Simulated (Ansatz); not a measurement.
O₂⁺, quartet: the ladder up to full CI

Geometry: a PBE0/def2-TZVP stationary point for this spin.

```xyz
2

O     0.0000    0.0000    0.0000
O     0.0000    0.0000    1.3456
```

Basis 6-31G; Ansatz 0.2.0. Correlated methods freeze the noble-gas cores, which leaves 11 electrons in 16 orbitals. Prefix R: restricted or restricted open-shell reference; prefix U: unrestricted. Active spaces: pair = (5e, 5o) about the gap; valence = (11e, 8o) chosen from the atoms' valence shells.

Full CI is exact within this basis and frozen core; it isn't the basis-set limit. The frozen core follows each run's orbitals, which can shift R against U totals by a few meV.

Coupled cluster chose its determinant by trial CCSD, here up to 0.15 eV above the lowest Hartree–Fock solution of its kind, and MP2 stands on that determinant too.

```
UHF ⟨S²⟩                            : 3.792
⟨S²⟩ of the determinant under UCCSD : 3.777
T1 diagnostic (RCCSD)               : 0.0182
largest doubles amplitude (RCCSD)   : 0.128
T1 diagnostic (UCCSD)               : 0.0138
```

```json
{"level": "RMP2", "E − E(full CI) (mEh)": "12.54", "share of correlation (%)": "94.27", "wall time": "–"}
{"level": "UMP2", "E − E(full CI) (mEh)": "18.89", "share of correlation (%)": "91.36", "wall time": "–"}
{"level": "RCCSD*", "E − E(full CI) (mEh)": "8.24", "share of correlation (%)": "96.23", "wall time": "–"}
{"level": "UCCSD*", "E − E(full CI) (mEh)": "7.49", "share of correlation (%)": "96.58", "wall time": "–"}
{"level": "RCCSD(T)*", "E − E(full CI) (mEh)": "2.58", "share of correlation (%)": "98.82", "wall time": "0.87 s"}
{"level": "UCCSD(T)*", "E − E(full CI) (mEh)": "2.33", "share of correlation (%)": "98.93", "wall time": "0.6 s"}
{"level": "BCCD(T)*", "E − E(full CI) (mEh)": "2.63", "share of correlation (%)": "98.80", "wall time": "1.1 s"}
{"level": "RCCSDT*", "E − E(full CI) (mEh)": "1.62", "share of correlation (%)": "99.26", "wall time": "–"}
{"level": "UCCSDT*", "E − E(full CI) (mEh)": "1.51", "share of correlation (%)": "99.31", "wall time": "–"}
{"level": "RCCSDT(Q)*", "E − E(full CI) (mEh)": "0.13", "share of correlation (%)": "99.94", "wall time": "8.5 s"}
{"level": "UCCSDT(Q)*", "E − E(full CI) (mEh)": "0.12", "share of correlation (%)": "99.94", "wall time": "3.2 s"}
{"level": "RCCSDTQ*", "E − E(full CI) (mEh)": "0.08", "share of correlation (%)": "99.97", "wall time": "87 s"}
{"level": "UCCSDTQ*", "E − E(full CI) (mEh)": "0.02", "share of correlation (%)": "99.99", "wall time": "40 s"}
{"level": "CASSCF (valence space)", "E − E(full CI) (mEh)": "112.17", "share of correlation (%)": "48.71", "wall time": "–"}
{"level": "NEVPT2 (valence space)", "E − E(full CI) (mEh)": "23.83", "share of correlation (%)": "89.10", "wall time": "0.3 s"}
{"level": "MRCISD (valence space)", "E − E(full CI) (mEh)": "5.13", "share of correlation (%)": "97.66", "wall time": "–"}
{"level": "MRCISD+Q (valence space)", "E − E(full CI) (mEh)": "1.30", "share of correlation (%)": "99.40", "wall time": "0.9 s"}
```

An asterisk marks runs whose energy the program itself flagged as in doubt.

The correlation energy at full CI, counted from the determinant under the R cluster runs, is -5.951 eV. That run took 68 s on 1 thread of Arm Neoverse V2, shared host over 2,602,600 determinants.

Run but not shown, since their state, orbitals or frozen core can't be matched to the reference's or they repeat it: RHF, UHF, CISD, CISDTQ, CASSCF (pair space), NEVPT2 (pair space), MRCISD (pair space), MRCISD+Q (pair space).

Times hold each run's SCF and search for its determinant on a shared host, so for small cases they say little of a method's own cost; they ran on 1 thread of Arm Neoverse V2. Some runs computed forces too.

The full-CI state has the irrep B2u of D2h, in the program's axes (one component, if the state is degenerate).

Natural occupations of full CI about the gap: 1.982 1.945 1.909 1.033 1.001 0.989 0.095 0.015 0.010 0.008; effectively unpaired electrons, Σ n²(2−n)², 3.08.
